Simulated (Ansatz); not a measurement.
`C=CC(F)F` → `C=CF` + `[CH]F` at 298.15 K and 1 bar (formal loss of a carbene).

Gas-phase electronic energies from Ansatz, PBE0-D4/def2-TZVP geometries. CCSD(T)/CBS is the MP2 limit (def2-TZVPP, def2-QZVPP) plus CCSD(T) − MP2 in def2-TZVPP, frozen cores. This one scheme is used for every species. One conformer a species, not always the lowest.

| species | CCSD(T)/CBS energy (Eh) | H − E (kJ/mol) | S (J/(mol·K)) |
| --- | --- | --- | --- |
| `C=CC(F)F` | -316.11853 | 188.4 | 302.3 |
| `C=CF` | -177.66469 | 127.2 | 252.2 |
| `[CH]F` | -138.29972 | 42.7 | 223.2 |

H − E and S are ideal-gas, rigid-rotor, harmonic terms from PBE0-D4/def2-TZVP, for one conformer and one mirror image of each species. 1 Eh = 2625.50 kJ/mol, R = 8.31446 J/(mol·K).

**Question.** By hand: ΔE, ΔH, ΔS and ΔG.

**Answer.** ΔE = (-177.66469) + (-138.29972) − (-316.11853) = 0.15412 Eh = 404.6 kJ/mol. Δ(H − E) = 127.2 + 42.7 − 188.4 = -18.5, so ΔH = 386.1 kJ/mol. ΔS = 252.2 + 223.2 − 302.3 = 173.1 J/(mol·K). ΔG = 386.1 − 298.15 × (173.1)/1000 = 334.5 kJ/mol.

**Question.** By hand: the equilibrium constant, and the temperature at which ΔG would vanish if ΔH and ΔS stayed fixed.

**Answer.** log₁₀ K = −ΔG/(RT ln 10) = -58.6. ΔG = 0 at ΔH/ΔS = 2231 K.

The number of gas molecules changes by +1, which sets the sign of ΔS. A doubt of 5 kJ/mol in ΔE shifts log₁₀ K by 0.9 here. Other conformers and mirror images would add mixing entropy, several J/(mol·K) or more a flexible species. These are equilibria of isolated gas molecules and say nothing of rates. Largest T1 diagnostic: 0.018 (customary marks: 0.02 for closed shells, 0.045 for open ones).
